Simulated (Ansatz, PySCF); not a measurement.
Molecule: C3H7O, net charge 0, doublet state. It need not be the lowest isomer of its formula. 
Geometry from a B3LYP-D3(BJ)/def2-TZVP (Ansatz, an electronic-structure program) optimisation:
```xyz
11

O      0.0945     1.4245    -0.0606
C      0.0085     0.1079     0.3000
H      0.0184     0.1828     1.4108
C     -1.3211    -0.5346    -0.1092
C      1.2376    -0.7048    -0.1206
H     -1.3754    -0.6084    -1.1970
H      1.2721    -0.7845    -1.2088
H     -2.1575     0.0707     0.2384
H      2.1499    -0.2158     0.2192
H     -1.4118    -1.5395     0.3062
H      1.1981    -1.7131     0.2946
```
Charge 0, spin multiplicity 2.

Total electronic energies in hartree. Cores are frozen in the correlated levels unless marked. Open shells are spin-unrestricted. Spin-orbit coupling is left out. Non-relativistic. Basis-set limits of correlation are two-point, X^-3; Hartree-Fock from the larger set. [CCSD(T)-MP2]/basis is that difference in the basis named.

```
level                                                     program  energy (Eh)
-------------------------------------------------  --------------  -----------
RI-HF/cc-pVTZ                                              Ansatz   -192.57012
RI-HF/cc-pVQZ                                              Ansatz   -192.58348
PBE/def2-TZVPD                                             Ansatz   -193.51352
BLYP-D4/def2-TZVPD                                 Ansatz + dftd4   -193.69548
r2SCAN-D4/def2-TZVPD                               Ansatz + dftd4   -193.65282
PBE0/STO-3G                                                Ansatz   -191.03578
PBE0/6-31G*                                                Ansatz   -193.45830
PBE0-D3(BJ)/def2-TZVPD                             Ansatz + dftd3   -193.54068
PBE0-D4/def2-TZVP                                  Ansatz + dftd4   -193.53892
TPSSh-D4/def2-TZVPD                                 PySCF + dftd4   -193.78332
TPSSh/def2-TZVPD                                            PySCF   -193.77611
r2SCAN0-D4/def2-TZVPD                              Ansatz + dftd4   -193.63369
M06-2X/def2-TZVPD                                           PySCF   -193.66564
HSE06-D3(BJ)/def2-TZVPD                            Ansatz + dftd3   -193.52804
LC-wPBE-D3(BJ)/def2-TZVPD                          Ansatz + dftd3   -193.65214
B2GP-PLYP/def2-TZVPD                                       Ansatz   -193.55234
B2PLYP-D3(BJ)/def2-TZVPD                           Ansatz + dftd3   -193.59582
B2PLYP-D4/def2-TZVPD                               Ansatz + dftd4   -193.59508
B2PLYP/def2-TZVPD                                          Ansatz   -193.59101
SCS-MP2/cc-pVDZ                                            Ansatz   -193.08460
CCSD(T)/6-31G*                                             Ansatz   -193.09483
CCSD(T)/cc-pVDZ                                            Ansatz   -193.16013
RI-MP2/CBS(cc-pVTZ,cc-pVQZ)+[CCSD(T)-MP2]/cc-pVDZ          Ansatz    -193.4599
```

Totals of different functionals don't rank their quality; only differences between species are comparable.
